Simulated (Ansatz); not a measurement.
Level of theory: CAM-B3LYP-D3(BJ)/def2-TZVP (Ansatz, an electronic-structure program). No frequencies were computed at this level.

Ansatz 0.2 input:
```yaml
crystal:
  periodic: [false, false, false]
  atoms:
    - { symbol: Si, position_ang: [-0.000003, -0.000004, -0.000002] }
    - { symbol: H, position_ang: [-0.227305, -1.081315, -0.95575] }
    - { symbol: H, position_ang: [-0.649949, 1.217689, -0.478693] }
    - { symbol: H, position_ang: [1.435345, 0.235547, 0.136536] }
    - { symbol: H, position_ang: [-0.558088, -0.371918, 1.297909] }
basis:
  gaussian: { orbitals: def2-tzvp }
hamiltonian:
  xc: cam_b3lyp
  dispersion: d3bj
relax:
  max_steps: 150
```

Output:

```
Functional definition: CAM-B3LYP
437 factors; their error is unknown
176 factors; integrals over basis functions are off by at most 6.3e-7 eV
mean field evaluation 1: about -7942.5600 eV, gradient 6.7e0 eV
mean field evaluation 2: about -7942.6985 eV, gradient 2.3e0 eV
mean field evaluation 4: about -7942.7111 eV, gradient 8.7e-2 eV
mean field evaluation 8: about -7942.7363 eV, gradient 1.6e-3 eV
mean field -7942.73626378 eV, -291.8901739138 hartree, gradient 8.6e-6 eV, S^2 0.000000; 0 other end points of the search recorded, 0 dependent functions left out
reference -7942.73636621 eV, -291.8901776780 hartree; 9, 9 occupied and 52, 52 virtual orbitals, 437 factors
relax step   1: F+E_penalty+E_count = -7942.77144425 eV  Δ(F+E_penalty+E_count) = +0.000e0 eV  max|allowed force component| = 3.198e-1 eV/Å  Δτ_max = 0.0000 Å  (21 SCF iters, accepted)
these checks for a lower state are left out or cut short: starts, cluster_reference, orbital_swaps, neighbouring_geometries, increment
437 factors; their error is unknown
176 factors; integrals over basis functions are off by at most 6.3e-7 eV
mean field evaluation 16: about -7942.7461 eV, gradient 3.0e-6 eV
mean field -7942.74611665 eV, -291.8905360000 hartree, gradient 3.4e-5 eV, S^2 0.000000; 0 other end points of the search recorded, 0 dependent functions left out
reference -7942.74621934 eV, -291.8905397739 hartree; 9, 9 occupied and 52, 52 virtual orbitals, 437 factors
relax step   2: F+E_penalty+E_count = -7942.78129441 eV  Δ(F+E_penalty+E_count) = -9.850e-3 eV  max|allowed force component| = 8.497e-2 eV/Å  Δτ_max = 0.0120 Å  (23 SCF iters, accepted)
these checks for a lower state are left out or cut short: starts, cluster_reference, orbital_swaps, neighbouring_geometries, increment
437 factors; their error is unknown
176 factors; integrals over basis functions are off by at most 6.3e-7 eV
mean field -7942.74689345 eV, -291.8905645469 hartree, gradient 1.3e-5 eV, S^2 0.000000; 0 other end points of the search recorded, 0 dependent functions left out
reference -7942.74699624 eV, -291.8905683244 hartree; 9, 9 occupied and 52, 52 virtual orbitals, 437 factors
relax step   3: F+E_penalty+E_count = -7942.78207133 eV  Δ(F+E_penalty+E_count) = -7.769e-4 eV  max|allowed force component| = 8.822e-4 eV/Å  Δτ_max = 0.0045 Å  (19 SCF iters, accepted)
437 factors; their error is unknown
176 factors; integrals over basis functions are off by at most 6.3e-7 eV
mean field evaluation 32: about -7942.7469 eV, gradient 1.2e-1 eV
mean field -7942.74689345 eV, -291.8905645469 hartree, gradient 1.3e-5 eV, S^2 0.000000; 1 other end points of the search recorded, 0 dependent functions left out
reference -7942.74699624 eV, -291.8905683244 hartree; 9, 9 occupied and 52, 52 virtual orbitals, 437 factors
Total energy: -7942.78217412 eV, -291.8918610879 hartree
Atom 0 at    -0.000000    -0.000001     0.000000 Å, force     0.000003     0.000003     0.000002 eV/Å
Atom 1 at    -0.229868    -1.093505    -0.966525 Å, force    -0.000140    -0.000658    -0.000581 eV/Å
Atom 2 at    -0.657282     1.231419    -0.484093 Å, force    -0.000401     0.000743    -0.000295 eV/Å
Atom 3 at     1.451535     0.238201     0.138073 Å, force     0.000882     0.000142     0.000082 eV/Å
Atom 4 at    -0.564385    -0.376114     1.312544 Å, force    -0.000344    -0.000230     0.000792 eV/Å
Dipole moment:    -0.000000    -0.000000    -0.000000 e Å
```

Cost: about 6 core-seconds (a rough figure).
